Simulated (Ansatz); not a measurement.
Basis-set extrapolation for `CCC(O)=S` (PBE0-D4/def2-TZVP geometry, frozen core, Ansatz 0.2.0). Multiplicity 1, RHF reference.

```json
{"": "HF", "def2-TZVPP": "-589.567746", "def2-QZVPP": "-589.587929"}
{"": "MP2 correlation", "def2-TZVPP": "-0.917906", "def2-QZVPP": "-0.984531"}
{"": "CCSD(T) correlation", "def2-TZVPP": "-0.999994", "def2-QZVPP": "not run"}
```

Energies in hartree. Use E(X) = E(∞) + A·exp(−7.88·√X) for Hartree–Fock and E(X) = E(∞) + B·X^(−2.97) for correlation, with X = 3 and 4, and add CCSD(T) minus MP2 of the smaller set to the MP2 limit.

Q: What is the CCSD(T) energy at the basis-set limit?

A: HF limit: -589.587929 + (-0.020183) × 0.13774 = -589.59071. MP2 limit: -0.984531 + (-0.066625) × 0.74074 = -1.03388. Higher-order term: -0.999994 − (-0.917906) = -0.08209. Total: -590.70668 hartree, 87.2 kcal/mol below CCSD(T)/def2-TZVPP.
